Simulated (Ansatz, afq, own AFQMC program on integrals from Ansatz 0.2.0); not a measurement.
# GeH⁻, triplet in aug-cc-pVDZ, levels against full CI

```xyz
2

Ge    0.0000    0.0000    0.0000
H     0.0000    0.0000    1.6332
```

Basis aug-cc-pVDZ. Noble-gas cores (and the filled d shells of Ga–Kr and In–Xe) are frozen. Integrals, coupled cluster, full CI and functionals: Ansatz 0.2.0; the random walks run on the same integrals in our own AFQMC program. The CISD trial takes its coefficients from CCSD amplitudes. Released means that phaseless walkers are propagated on without the constraint, phases kept. ± is one standard error of the sampling. No spin–orbit coupling.

Determinant: UHF, the one that the program's search chose, which needn't be the lowest solution. The geometry is a PBE0/def2-TZVPD stationary point of this or a neighbouring charge and spin state.

Full CI on the same integrals is exact in this basis and with this determinant's frozen core.

Cautions: no relativity below Rb; no spin-orbit coupling; inner d shell frozen.

- T1 diagnostic: 0.0182
- weight of the determinant in the CISD state: 0.916
- ⟨S²⟩ of the determinant: 2.022
- size of the correlated space: 6 electrons in 31 orbitals

Reference: full CI, correlation energy -2.770 eV. The released energy is read at 2.40 1/Eh (meV from the phaseless value at times in 1/Eh: -0.4 ± 1.3 at 0.24, -1.4 ± 1.2 at 0.51, -3.1 ± 0.9 at 0.99, -2.7 ± 1.1 at 1.62, -2.8 ± 1.3 at 2.40).

```
         level  E − E(reference) (meV)  share of correlation (%)
            HF                  2769.6                      0.00
           MP2                   679.7                     75.46
          CCSD                   103.5                     96.26
       CCSD(T)                    24.5                     99.12
         CCSDT                     4.0                     99.86
      CCSDT(Q)                     0.7                     99.97
        CCSDTQ                     0.1                    100.00
   ph-AFQMC/HF             23.1 ± 18.4                     99.17
 ph-AFQMC/CISD               3.1 ± 1.3                     99.89
released AFQMC               0.3 ± 1.3                     99.99
```

CCSDT and higher add their correlation energy to the determinant of the CCSD(T) run, since their own runs factorise the integrals more tightly (a shift of under 2 meV). A walk keeps the symmetry of its determinant, which the program's search chose and which needn't be the lowest solution, so a lower state of the same spin and another symmetry isn't excluded. Released energies are given only where the last usable release times agree within the noise; a slower fall can still hide under it.
